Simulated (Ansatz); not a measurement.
B2H, doublet in 6-31G: errors against full CI

Geometry: displaced at random from a stationary point.

```xyz
3

B    -0.0154   -0.0090    0.1367
B    -0.0163   -0.0252   -1.3971
H     0.0317    0.0342    1.2604
```

Basis 6-31G; Ansatz 0.2.0. Correlated methods freeze the noble-gas cores, which leaves 7 electrons in 18 orbitals. Prefix R: restricted or restricted open-shell reference; prefix U: unrestricted. Active spaces: valence = (7e, 9o) chosen from the atoms' valence shells.

Full CI is exact within this basis and frozen core; it isn't the basis-set limit. The frozen core follows each run's orbitals, which can shift R against U totals by a few meV.

Unrestricted rows (U) aren't spin-pure: their determinants' ⟨S²⟩ exceeds S(S+1) by up to 1.00, so they mix in states of higher spin. For open shells CISD and CISDTQ are restricted-active-space CI with the open shells as a complete middle space.

- UHF ⟨S²⟩: 1.752
- T1 diagnostic (RCCSD): 0.0293
- largest doubles amplitude (RCCSD): 0.169
- T1 diagnostic (UCCSD): 0.0495

| level | E − E(RHF) (eV) |
| --- | --- |
| UHF | -1.0006 |
| RMP2 | -2.0799 |
| UMP2 | -2.6944 |
| RCCSD | -2.8584 |
| UCCSD* | -3.7091 |
| RCCSD(T) | -2.9449 |
| UCCSD(T)* | -4.0492 |

(1) Estimate how far full CI in 6-31G lies from RCCSD(T). The table doesn't fix it; the size of (T) and the diagnostics are the guide.

(1) Full CI in 6-31G lies 12.9 kJ/mol below RCCSD(T), which is 154 % of the (T) step (-8.3 kJ/mol). More than one determinant leads, and the rest is a large part of (T). The miss exceeds 1 kcal/mol.

The other levels:

```csv
level,E − E(full CI) (kJ/mol),share of correlation (%),wall time
CISD,35.0,88.20,0.54 s
BCCD(T),13.0,95.62,1.4 s
RCCSDT*,3.2,98.93,–
UCCSDT*,2.5,99.17,–
CISDTQ,2.1,99.28,3.7 s
RCCSDT(Q)*,-0.1,100.04,3.2 s
UCCSDT(Q)*,-0.4,100.13,7 s
RCCSDTQ*,0.2,99.95,24 s
UCCSDTQ*,0.1,99.97,56 s
CASSCF (valence space),68.7,76.89,–
NEVPT2 (valence space),21.5,92.77,3.5 s
NEVPT4(SD) (valence space),3.3,98.90,5.5 s
MRCISD (valence space),1.5,99.48,–
MRCISD+Q (valence space),0.4,99.86,6 s
```

An asterisk marks runs whose energy the program itself flagged as in doubt.

The correlation energy at full CI, counted from RHF, is -3.078 eV. That run took 21 s on 1 thread of Arm Neoverse V2, shared host over 1,247,040 determinants.

Times hold each run's SCF and search for its determinant on a shared host, so for small cases they say little of a method's own cost; they ran on 1 thread of Arm Neoverse V2.

Not variational, and here over 5 meV under the exact energy: UCCSD, UCCSD(T).

The full-CI state has the irrep A'' of Cs, in the program's axes (one component, if the state is degenerate).

Natural occupations of full CI about the gap: 1.971 1.962 1.002 0.949 0.942 0.057 0.057 0.023 0.012 0.006; effectively unpaired electrons, Σ n²(2−n)², 3.02. No single determinant describes this state well, so single-reference rows can miss without a flag.
